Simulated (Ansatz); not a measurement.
Take InP in the zinc blende structure (space group F-43m, No. 216) as the base.

```yaml
crystal:
  lattice:
    - [0.00000, 2.95348, 2.95348]
    - [2.95348, 0.00000, 2.95348]
    - [2.95348, 2.95348, 0.00000]
  atoms:
    - { symbol: In, position: [0.00000, 0.00000, 0.00000] }
    - { symbol: P, position: [0.25000, 0.25000, 0.25000] }
```

Method: r2SCAN, PAW, 500 eV (Ansatz, an electronic-structure program; no spin-orbit coupling).

```csv
level,band gap,lattice parameter a,electron mass at Γ
r2SCAN,1.03 eV,5.907 Å,0.074 mₑ
```

Problem. What does experiment give, and how far off is each level?

Solution. Measured: band gap 1.47 eV (static lattice; corrected from measurement; as listed in Wei Chen et al., Physical Review Materials (2018)); lattice parameter a 5.858 Å (static lattice; corrected from measurement; as listed in Daniel Mejia-Rodriguez, S. B. Trickey, Phys. Rev. B (2018)); electron mass at Γ 0.079 mₑ (temperature not stated; as listed in Magdalena Laurien, Oleg Rubel, Phys. Rev. B (2022)). Computed minus measured — band gap: r2SCAN -0.44 eV; lattice parameter a: r2SCAN +0.8 %; electron mass at Γ: r2SCAN -7 %. Measured values not marked as corrected hold thermal and zero-point effects that the static-lattice runs lack. A measured gap can be an optical one, lowered by exciton binding. Levels without spin-orbit coupling miss its lowering of the gap, often about a third of the valence-band splitting.

Masses are band curvatures over ±0.01 Å⁻¹ around the edge. Semilocal Kohn–Sham gaps tend to fall short of experiment. Whether these cells are dynamically stable was not tested.
